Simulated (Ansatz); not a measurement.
Potential energy curve for OH, doublet.

Level of theory: unrestricted PBE/cc-pVQZ run with Ansatz (a program for electronic structure).

The batch members p0 to p7 hold the bond at 0.73, 0.79, 0.82, 0.88, 0.92, 0.94, 0.97, 0.99 Å.

Ansatz input:

Ansatz 0.2 input:
```yaml
# input.yaml
basis:
  gaussian: { orbitals: cc-pvqz }
hamiltonian:
  xc: pbe
batch:
  members: [p0.yaml, p1.yaml, p2.yaml, p3.yaml, p4.yaml, p5.yaml, p6.yaml, p7.yaml]

# p4.yaml, one of the 8 members of this batch
crystal:
  periodic: [false, false, false]
  atoms:
    - { symbol: O, position_ang: [0.0, 0.0, 0.0] }
    - { symbol: H, position_ang: [0.0, 0.0, 0.92] }
total_charge: 0
magnetization:
  spin_polarized: true
  initial_magnetization: 1
```

Lines of the output on each member:

```
Member 0: Total energy: -2056.75622566 eV, -75.5843971734 hartree
Member 1: Total energy: -2058.16042518 eV, -75.6360005540 hartree
Member 2: Total energy: -2058.62513339 eV, -75.6530782658 hartree
Member 3: Total energy: -2059.21340103 eV, -75.6746967028 hartree
Member 4: Total energy: -2059.41546253 eV, -75.6821223260 hartree
Member 5: Total energy: -2059.47301692 eV, -75.6842374107 hartree
Member 6: Total energy: -2059.51495205 eV, -75.6857784986 hartree
Member 7: Total energy: -2059.51763723 eV, -75.6858771772 hartree
```

The unrestricted determinant behind UKS-PBE is spin-contaminated at 1.73 to 3.85 Å (<S²> up to 1.7, against 0.75 for a pure doublet).
